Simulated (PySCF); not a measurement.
# Cost of excited-state runs on `[H][P@TB1](C)(C)(C)C=C`, C$_{5}$H$_{13}$P

Geometry:
| atom | x (Å) | y (Å) | z (Å) |
| --- | --- | --- | --- |
| C1 | 1.695 | 0.916 | -1.245 |
| C2 | 1.056 | -0.101 | -0.660 |
| P3 | -0.492 | -0.159 | 0.517 |
| C4 | -0.711 | 1.666 | 0.538 |
| C5 | -1.437 | -1.144 | -0.732 |
| C6 | 0.521 | -0.926 | 1.860 |
| H7 | 1.393 | 1.961 | -1.116 |
| H8 | 2.565 | 0.757 | -1.894 |
| H9 | 1.454 | -1.110 | -0.866 |
| H10 | -1.684 | -0.344 | 1.430 |
| H11 | -1.565 | 1.939 | 1.170 |
| H12 | 0.205 | 2.138 | 0.920 |
| H13 | -0.875 | 2.026 | -0.488 |
| H14 | -2.453 | -0.726 | -0.780 |
| H15 | -1.521 | -2.171 | -0.343 |
| H16 | -0.976 | -1.160 | -1.730 |
| H17 | 1.605 | -0.850 | 1.697 |
| H18 | 0.229 | -1.986 | 1.927 |
| H19 | 0.235 | -0.445 | 2.807 |

PySCF with density fitting, on 1 thread of an Intel Xeon 6975P-C, shared host. Command: `OMP_NUM_THREADS=1 python excited_run.py task.json out`

Q: How long does each of these runs take, and how much memory?
- magnetisability and related constants, HSE06/6-31G*; SCF tolerance 1e-08 Eh
- magnetisability and related constants, KT3/pcSseg-1; isotopologues; writes grids
- magnetisability and related constants, revPBE/6-31G*; SCF tolerance 1e-11 Eh

A: 
| run | level | basis functions | wall time | peak memory (GiB) |
| --- | --- | --- | --- | --- |
| magnetisability and related constants | HSE06/6-31G* | 114 | 22 s | 0.65 |
| magnetisability and related constants | KT3/pcSseg-1 | 174 | 32 s | 0.65 |
| magnetisability and related constants | revPBE/6-31G* | 114 | 11 s | 0.65 |

Times from a shared host are rough.
